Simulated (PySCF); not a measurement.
# Name the molecule from its bond curve

A diatomic of charge 0 contains B. Its doublet curve at PBE0 in a double-zeta basis (no relativity, PySCF), in eV from the separated fragments:

R (Å), E (eV) and a bar:
```
    1.390     -4.412 #########################
    1.454     -5.335 ###########
    1.519     -5.853 ####
    1.567     -6.040 #
    1.616     -6.093 
    1.665     -6.041 #
    1.729     -5.847 ####
    1.810     -5.467 #########
    1.907     -4.893 ##################
    2.036     -4.055 ##############################
```

The fit gives ωe = 1224 cm⁻¹ and the rotational constant Bₑ = 0.7901 cm⁻¹.

**Question.** Which atom is the partner?

**Answer.** The minimum lies at 1.614 Å, so the reduced mass is 16.8576 u Å² cm⁻¹/(Bₑ·Re²) = 8.190 u. With B at 11.01 u the partner weighs about 32.0 u: S. The molecule is BS.

The state is the lowest determinant that a PBE0 search found; another state may lie lower at other levels.
